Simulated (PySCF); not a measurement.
Gas-phase reaction: 2 AlH2Cl + Cl2 ⇌ 2 AlHCl2 + 2 H

Method: PySCF energies plus ideal-gas RRHO corrections (1 bar). † marks an energy on the PBE0/def2-TZVP geometry and frequencies; other levels use their own. 6-31G* has spherical d functions here. Open shells (unrestricted): H (multiplicity 2); the rest are closed-shell singlets. B3LYP is the form with VWN-RPA correlation. AlH2Cl, AlHCl2: computed as isolated molecules; such fragments, hydroxides, amides, oligomers or adducts are transient or little studied in the gas. The harmonic model lacks anharmonicity and excited electronic states, which grow with temperature; levels with a mode under 35 cm⁻¹ are left out.

| level | ΔE electronic, kJ | ΔH°(298 K), kJ | ΔS°(298 K), J/K | ΔG°(2500 K), kJ |
|---|---|---|---|---|
| B3LYP/6-31G* | -13 | -33 | 77 | -282 |
| B3LYP/def2-TZVP† | -4 | -24 | 78 | -275 |
| HF/def2-TZVP† | -138 | -158 | 78 | -409 |
| PBE0/def2-QZVP† | -33 | -54 | 78 | -305 |
| PBE0/def2-SVP† | -62 | -82 | 78 | -333 |
| r2SCAN/def2-TZVP† | -44 | -64 | 78 | -315 |
| ωB97X-V/def2-TZVP† | -27 | -47 | 78 | -299 |
ΔH° is lowest at HF/def2-TZVP† and highest at B3LYP/def2-TZVP†. No reference value is set beside these.
